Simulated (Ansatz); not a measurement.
Two structures of AlNH6, closed shell, reached by relaxing down either side of one saddle point (PBE0-D4/def2-TZVP). Energies are electronic, without zero-point energy. Program: Ansatz 0.2.0. Basis: def2-TZVPP and def2-QZVPP. Cores are frozen in the correlated methods. Extrapolation: Hartree–Fock as exp(−7.88 √X), correlation as X^−2.97. First:

```
8
angstrom
Al -0.6398 -0.5119 0.2169
N -0.6153 0.9597 -0.7648
H -0.4671 -1.9013 -0.5230
H -0.9207 -0.3653 1.7685
H 1.9375 -0.2165 0.5289
H 1.9286 -0.8412 0.9436
H -0.4774 0.9843 -1.7620
H -0.7457 1.8923 -0.4079
```

Second:

Al1  (-0.079, -0.894, 0.583)
N2  (0.073, 0.828, -0.539)
H3  (-1.035, -1.747, -0.381)
H4  (-0.728, -0.279, 1.913)
H5  (0.662, 1.512, -0.078)
H6  (1.470, -1.304, 0.637)
H7  (0.475, 0.634, -1.451)
H8  (-0.839, 1.249, -0.684)
(Å)

**Question.** Which bonds change from the first to the second?

**Answer.** AlNH₄ ([NH2][AlH2]) + H₂ → AlH₃ + NH₃ (still joined by a long Al–N bond); bonds formed: Al1–H6, N2–H5; bonds broken: H5–H6; bonds weakened to dative contacts: Al1–N2.

**Question.** Give the saddle point's structure and its height above each. (To be estimated.)

**Answer.** By the calculation: 0.992 eV above the first and 1.386 eV above the second (CCSD(T) at an estimated basis limit (MP2 extrapolated from triple and quadruple zeta, plus CCSD(T) − MP2 in triple zeta)).
```xyz
8
angstrom
Al -0.3600 -0.7399 0.4252
N -0.1001 0.8471 -0.5880
H -0.5384 -2.0496 -0.4482
H -0.9943 -0.5043 1.8576
H 1.0426 0.2893 0.0123
H 1.4206 -0.4472 0.5816
H -0.1012 0.8475 -1.5980
H -0.3691 1.7572 -0.2423
```

No T1 diagnostic of these runs exceeds 0.013.

Labels in which every atom is bracketed show which atoms are joined, not bond orders.

For scale, one of the runs: CCSD(T)/def2-TZVPP, 157 basis functions, launched by `ansatz run in.yaml --threads 2 --pin off --events-out ev --progress --plain --max-ram 4352MiB`. Time: 10 s of wall clock on 2 CPU threads of an Arm Neoverse V1; the host was shared. Peak host memory: 1 GiB.
